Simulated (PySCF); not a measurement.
## CS₂: bend–stretch map

All numbers come from wB97X/[C def2-TZVP, S def2-TZVP], no relativity, density fitting, PySCF.

Rigid scan from the singlet minimum (C–S 1.544 Å (×2); S–C–S 180.0°). Coordinate: rows scale both bonds, columns set the S–C–S angle. Energies in kJ/mol from the minimum.

Rows run from the largest first scale (top) to the smallest, columns from the smallest angle to the largest. Lower edges of the bins (kJ/mol): '0' 0.0, '1' 6.5, '2' 16.8, '3' 33.1, '4' 59.0, '5' 100.0, '6' 165.0, '7' 268.0, '8' 431.3, '9' 690.0; top 1100.
```
9876555
9765433
9865421
9865310
9875421
9876543
```

(1) Give the energies on the grid of the scan.

Results:

(1) 
```
scale \ angle    90  105  120  135  150  165  180
         0.94  1100  647  381  221  125   74   57
         0.97   961  545  304  160   75   28   13
         1.00   859  478  261  132   55   13    0
         1.03   788  440  245  130   61   23   11
         1.06   741  425  250  147   85   52   41
         1.10   710  433  282  194  141  112  102
```

The bond scale of lowest energy on the grid is 1.10 (edge) at 90°, 1.06 at 105°, 1.03 at 120°, 1.03 at 135°, 1.00 at 150°, 1.00 at 165°, 1.00 at 180°.
